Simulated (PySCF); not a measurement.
Functional dependence of a UV spectrum

Species: HPO.
Cartesian coordinates in Å at the PBE0-D3(BJ)/def2-SVP level; atoms count from 1:
```
atom  x, y, z in Å
O1     1.192   -0.294   -0.001
P2    -0.005    0.602   -0.027
H3    -1.164   -0.314    0.003
```

Linear-response calculations in the def2-SVPD basis (PySCF; singlets by full response, triplets Tamm–Dancoff, core orbitals frozen in the response; HF means time-dependent Hartree–Fock). 'Strongest' is the level of largest summed f among the singlets computed (10 roots, of which the last may lack a degenerate partner); it can jump between rows when another state enters that window. S1 is the lowest singlet of each run and needn't be the same state throughout; f(S1) is that of one state. Isolated species at its PBE0-D3(BJ)/def2-SVP geometry, gas phase.

```csv
functional,kind,S1 (eV),f(S1),strongest (eV),T1 (eV),HOMO (eV),gap (eV),"ionisation energy, ΔSCF (eV)"
LDA,LDA,2.19,0.002,6.66,1.45,-6.33,1.79,10.28
PBE,GGA,2.28,0.002,6.68,1.41,-6.26,1.91,10.14
B3LYP,"global hybrid, 20% exact exchange",2.38,0.003,7.18,1.52,-7.43,3.82,10.34
PBE0,"global hybrid, 25% exact exchange",2.37,0.003,7.35,1.43,-7.63,4.24,10.29
BHandHLYP,"global hybrid, 50% exact exchange",2.50,0.003,7.62,1.56,-8.92,6.61,10.32
CAM-B3LYP,range-separated hybrid,2.39,0.003,7.36,1.51,-9.01,6.84,10.39
wB97X-D,range-separated hybrid,2.38,0.003,7.51,1.56,-9.54,7.99,10.40
LC-wPBE,range-separated hybrid,2.40,0.003,7.71,1.43,-10.30,9.34,10.45
HF,Hartree–Fock,2.70,0.005,8.17,1.52,-10.89,11.19,not settled
```

S1 runs from 2.19 eV (LDA) to 2.70 eV (HF), a spread of 0.51 eV, while the orbital gap spreads over 9.4 eV. −ε(HOMO) comes closest to its own ΔSCF ionisation energy with LC-wPBE (-0.15 eV) and misses most with LDA (-3.95 eV). 'Not settled' means that the ion's SCF failed to converge or may have ended in another state than the lowest.
